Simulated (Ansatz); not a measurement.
Z-matrix (Å, degrees):
```
C
O 1 1.3973
H 2 0.9616 1 108.14
H 1 1.1002 2 107.73 3 -180.00
H 1 1.1081 4 107.20 2 122.29
H 1 1.1081 4 107.20 5 115.43
```
Charge +1, spin multiplicity 2.

Level of theory: frozen-core CCSD(T)/cc-pVTZ // PBE0-D3(BJ)/def2-SVP run with Ansatz (a quantum-chemistry and plane-wave program). The geometry is that of the parent before the electron was removed.

| Item | Value |
|---|---|
| HF energy | -114.73200 Ha |
| MP2 correlation energy | -0.37003 Ha |

Task: Estimate the CCSD correlation energy, the (T) correction, the total energy and the T1 diagnostic.

Result: 
| Quantity | Value |
|---|---|
| CCSD correlation energy | -0.40294 Ha |
| (T) correction | -0.01328 Ha |
| CCSD(T) total energy | -115.14822 Ha |
| T1 diagnostic | 0.035 |
